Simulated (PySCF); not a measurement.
## How the method moves the HOMO and LUMO of `CC#CCS`

C₄H₆S.
SMILES with atom numbers: `[CH3:1][C:2]#[C:3][CH2:4][SH:5]` (hydrogens: H6, H7, H8 on C1; H9, H10 on C4; H11 on S5)

Cartesian coordinates in Å at the PBE0-D3(BJ)/def2-SVP level; atoms count from 1:
```
atom  x, y, z in Å
C1    -2.1876    0.5717    0.1165
C2    -0.8779   -0.0472   -0.0042
C3     0.2145   -0.5610   -0.1189
C4     1.5316   -1.1611   -0.2235
S5     2.8492   -0.0049   -0.7561
H6    -2.7090    0.5915   -0.8532
H7    -2.1035    1.6102    0.4731
H8    -2.8242    0.0243    0.8292
H9     1.5391   -1.9528   -0.9895
H10    1.8230   -1.6365    0.7260
H11    2.6762    0.8750    0.2520
```

Basis pcSseg-2 throughout (PySCF), one geometry. The structure is a single PBE0-D3(BJ)/def2-SVP conformer in the gas phase; no vibrational or solvent corrections.

**Question.** How do the orbital energies, the gap and the dipole change with the method?

**Answer.** 
| method | kind | HOMO (eV) | LUMO (eV) | gap (eV) | μ (D) | SCF cycles |
| --- | --- | --- | --- | --- | --- | --- |
| BLYP | GGA | -5.49 | -0.75 | 4.74 | 1.78 | 16 |
| B97-D | GGA | -5.62 | -0.76 | 4.86 | 1.82 | 15 |
| PBE | GGA | -5.64 | -0.85 | 4.79 | 1.83 | 16 |
| OPBE | GGA | -5.65 | -0.76 | 4.88 | 1.85 | 15 |
| KT2 | GGA | -5.71 | -0.91 | 4.80 | 1.83 | 15 |
| KT3 | GGA | -5.73 | -0.93 | 4.80 | 1.78 | 15 |
| BP86 | GGA | -5.74 | -0.90 | 4.84 | 1.83 | 14 |
| LDA | LDA | -5.74 | -1.01 | 4.74 | 1.90 | 15 |
| B97-2 | global hybrid | -6.64 | 0.04 | 6.68 | 1.82 | 14 |
| B3LYP | global hybrid | -6.65 | -0.20 | 6.44 | 1.79 | 14 |
| PBE0 | global hybrid | -6.88 | 0.07 | 6.95 | 1.83 | 14 |
| mPW1PW91 | global hybrid | -6.91 | 0.06 | 6.97 | 1.82 | 14 |
| BHandHLYP | global hybrid | -7.98 | 0.78 | 8.76 | 1.79 | 13 |
| CAM-B3LYP | range-separated hybrid | -8.23 | 0.93 | 9.16 | 1.79 | 13 |
| wB97X-D | range-separated hybrid | -8.76 | 1.82 | 10.57 | 1.83 | 14 |
| LC-wPBE | range-separated hybrid | -9.65 | 2.11 | 11.76 | 1.82 | 14 |
| HF | Hartree–Fock | -9.68 | 2.48 | 12.16 | 1.82 | 12 |

The HOMO spans 4.19 eV, from BLYP down to HF, and the gap runs from 4.74 eV (LDA) to 12.16 eV (HF). Over the methods BLYP (0 %), B97-D (0 %), PBE (0 %), OPBE (0 %), KT2 (0 %), KT3 (0 %), BP86 (0 %), LDA (0 %), B97-2 (21 %), B3LYP (20 %), PBE0 (25 %), mPW1PW91 (25 %), BHandHLYP (50 %), HF (100 %), a straight line through the gap against the share of exact exchange rises by 0.75 eV for each 10 % (correlation coefficient 0.998). The dipole ranges from 1.78 D (BLYP) to 1.90 D (LDA). This basis has no diffuse functions.

The vertical ΔSCF ionisation energy at CAM-B3LYP/def2-SVPD is 9.17 eV; −ε(HOMO) comes closest to it with wB97X-D (8.76 eV).
